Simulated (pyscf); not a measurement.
H₃C–Si:–Cl [singlet] + HCl → H₃C–Si:–Cl [singlet] + HCl (four-centre exchange; singlet surface; Cl–Si, Cl–H broken, Cl–Si, Cl–H formed). PySCF, gas phase, ωB97X-D3(BJ)/def2-SVP geometries. Correlated levels are frozen-core, on RHF or UHF. ΔMP2 is the change of the MP2 total energy from the triple- to the quadruple-zeta basis. Energies in kcal/mol from the separated reactants.

```
level                                barrier  reaction energy
--------------------------------  ----------  ---------------
PBE/def2-TZVP                           -1.3              0.0
PBE0-D3(BJ)/def2-TZVP             (withheld)              0.0
M06-2X/def2-TZVP                         4.0              0.0
HF/def2-TZVP                            22.7              0.0
MP2/def2-QZVPP                           3.5              0.0
CCSD/def2-TZVPP                         11.0              0.0
CCSD(T)/def2-TZVPP + ΔMP2(QZVPP)  (withheld)              0.0
```

Q: What belongs in the gaps?

A: 
- PBE0-D3(BJ)/def2-TZVP, barrier: 0.0
- CCSD(T)/def2-TZVPP + ΔMP2(QZVPP), barrier: 7.1

Of the functionals in the table, M06-2X is closest to CCSD(T)/def2-TZVPP + ΔMP2(QZVPP) in the barrier (3.2 kcal/mol apart) and PBE least close (8.4 kcal/mol); that level has limits of its own. On the reactant side the descent ends in a complex, 5.8 kcal/mol under the separated species and 8.7 kcal/mol under the saddle at ωB97X-D3(BJ)/def2-TZVP. On the product side the descent ends in a complex, 5.8 kcal/mol under the separated species and 8.7 kcal/mol under the saddle at ωB97X-D3(BJ)/def2-TZVP. At PBE the saddle lies under the separated reactants, which points to a path from their complex (located at ωB97X-D3(BJ) alone). At PBE the saddle lies under the separated products, which points to a path from their complex (located at ωB97X-D3(BJ) alone). At ωB97X-D3(BJ)/def2-TZVP the barrier from the zero used here is 2.9 kcal/mol. This is the saddle that the search found; another between the same sides may lie lower. The CCSD(T) − MP2 part came from Ansatz, without density fitting, on the same reference.
